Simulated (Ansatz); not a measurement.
**CH3Si+ (singlet): the correlation ladder, cc-pVDZ**

The task here is to estimate one member of a computed series from the others.

Computed with Ansatz 0.2.0, Gaussian basis. Level: cc-pVDZ, core rule «outside noble gas», up to 6 orbitals frozen.

The runs, in order: UHF; CCSD(T) on RHF; BCCD(T) on RHF; CISD; CCSDT(Q) on RHF.

21 further runs of the same task are left out: 1 for a known fault of the program, 8 that didn't finish, 12 set aside as unsound or not needed.

## What is computed

The geometry is a PBE0/def2-TZVP stationary point (not a proven minimum) of the parent state, kept for this charge and spin.

5 atoms, charge 1, spin multiplicity 1.

Atoms are counted from 1 here; the program's logs count them from 0.

Bond lengths: Si1–C2 1.889 Å, C2–H3 1.094 Å, C2–H4 1.094 Å, C2–H5 1.104 Å. Angles: Si1–C2–H3 114.9°, Si1–C2–H4 114.9°, Si1–C2–H5 103.3°, H3–C2–H4 109.8°, H3–C2–H5 106.5°, H4–C2–H5 106.5°.

Set-up of the first run:

in.yaml reads:

```yaml
crystal:
  periodic: [false, false, false]
  atoms:
    - {symbol: Si, position_ang: [-0.001312, 0.000000, 0.686035]}
    - {symbol: C, position_ang: [-0.011727, 0.000000, -1.202731]}
    - {symbol: H, position_ang: [-0.442590, -0.894419, -1.661140]}
    - {symbol: H, position_ang: [-0.442590, 0.894419, -1.661140]}
    - {symbol: H, position_ang: [1.061461, 0.000000, -1.461718]}
basis:
  gaussian: {orbitals: cc-pVDZ}
total_charge: 1
magnetization: {spin_polarized: true, initial_magnetization: 0}
hamiltonian: {xc: hf}
output: {orbitals: {seedname: orbitals}}
```

Launch:

```
$ ansatz run in.yaml --threads 1 --pin off --events-out ev --progress --plain --max-ram 2393MiB
```

Among the steps run: UHF; CCSD(T) on RHF; BCCD(T) on RHF; CISD; CCSDT(Q) on RHF.

One of the session's tables, all rows but one given; the rest of the session is left out.

It belongs to the step «Misses and costs». 

```
   method  from RCCSDT(Q) (meV)
      RHF               +6679.1
     RMP2               +1147.8
     CISD                +724.5
    RCCSD                +211.4
 RCCSD(T)                     ?
  BCCD(T)                 +30.7
   RCCSDT                 +10.8
RCCSDT(Q)                     0
```

**Question.** Estimate the row for RCCSD(T).

The run gave: from RCCSDT(Q) (meV): +31.9. In the column «from RCCSDT(Q) (meV)» it lies between BCCD(T) (+30.7) and RCCSD (+211.4).
